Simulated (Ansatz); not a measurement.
C3H5ClO (`C[C@H]1O[C@@H]1Cl`) at its PBE0-D4/def2-TZVP geometry, where that method's forces vanish. Total charge 0; spin multiplicity 1.

```xyz
10

C    -0.5613   -0.8670    0.8180
C     0.1568    0.3437    0.3209
O     1.4517    0.1360   -0.2667
C     0.4275    0.5767   -1.0888
Cl    0.5550    2.2108   -1.7210
H    -0.1329   -1.2016    1.7656
H    -0.4897   -1.6858    0.1005
H    -1.6162   -0.6375    0.9862
H     0.1152    1.2315    0.9488
H     0.0940   -0.1067   -1.8635
```

(1) What forces (eV/Å) does B3LYP-D4/def2-TZVPP give on these atoms in Ansatz 0.2.0? (Estimate.)

Answers

(1) Ansatz gave: 
```
C1  -0.098 -0.154  0.084
C2  -0.242  0.199  0.232
O3   0.541 -0.165  0.049
C4  -0.235 -0.231 -0.230
Cl5  0.020  0.363 -0.169
H6  -0.027  0.004 -0.038
H7  -0.011  0.031  0.042
H8   0.040 -0.021 -0.002
H9  -0.010 -0.071 -0.026
H10  0.022  0.046  0.057
```

B3LYP here is the variant with VWN-RPA as its local correlation; programs differ in this.
